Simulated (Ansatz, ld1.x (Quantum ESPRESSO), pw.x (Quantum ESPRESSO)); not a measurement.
## From atom to crystal: TM potential for Tc (Z = 43)

```
Element                 : technetium (Tc)
Generator               : ld1.x (Quantum ESPRESSO) 7.5
Type                    : norm-conserving Troullier–Martins (Kleinman–Bylander form)
Functional              : LDA (PW92)
Relativity              : scalar-relativistic
Frozen core             : [Kr]
Valence charge          : 7
Reference configuration : 4d5 5s1.75 5p0.25
Partial waves           : 5p (bound): rc 3.45 bohr; 4d (bound): rc 2.30 bohr; 5s (bound): rc 2.45 bohr
Local potential         : the s channel
Core correction         : none
```

Atomic tests: cutoffs needed: 35 Ry and 40 Ry (the cutoffs (Ry, on a coarse ladder) from which the occupation-weighted sum of valence levels, in a spherical-Bessel basis at the reference potential, stays within 10 and 1 mRy of its value at 400 Ry); ghost test: no extra level below or beside the all-electron valence levels (p, d, s, f tested) (spherical-Bessel basis up to 400 Ry, 20 bohr box); largest excitation error: -61 meV (all-electron minus pseudo) for 4d4 5s2 5p0, out of 7 test configurations.

Crystal test: diamond Tc in pw.x 7.5, no spin, 8³ k-points, Fermi–Dirac smearing 0.01 Ry, cutoffs 50/200 Ry. The reference is all-electron LAPW (Ansatz 0.2.0) with the same functional, mesh and smearing; V0 and B0 come from Birch–Murnaghan fits to the pressures at five volumes. Errors are pseudo minus all-electron; Δ is the rms difference of the E(V) curves that follow from these fits, minima aligned, over ±6 % about the mean V0. Mesh and smearing are coarse, so the numbers serve the comparison and aren't converged zero-temperature values; the lattice is a test structure that the element need not adopt.

| V (Å³/atom) | P all-electron (GPa) | P pseudo (GPa) |
| --- | --- | --- |
| 19.160 | 9.94 | 17.48 |
| 19.664 | 4.65 | 11.61 |
| 20.168 | 0.02 | 6.45 |
| 20.672 | -4.05 | 1.91 |
| 21.176 | -7.60 | -2.09 |

All-electron: a0 = 5.444 Å (V0 = 20.17 Å³/atom), B0 = 173.3 GPa.

Pseudopotential: mean pressure error (GPa): +6.48; a0 (Å): 5.509; a0 error (%): +1.20; B0 error (%): -4.0; Δ (meV/atom): 27.3. The largest radius (3.45 bohr) exceeds half the bond length (2.23 bohr), so the spheres overlap, which is one possible source of error among others. This is a poor potential for the solid.

Q: At the middle volume, how do free energy and pressure move when the wave cutoff is lowered (ecutrho kept at four times it)?

A:

```csv
cutoff (Ry),shift of F (meV/atom),shift of P (GPa)
22,+5731.8,-158.73
30,+596.8,-31.02
40,+7.6,-0.89
```

The run at the middle volume (29 k-points, 8 iterations) took about 9.1 s on one core of a shared host (Neoverse-V2, 96 threads, 742 GiB, load 47).
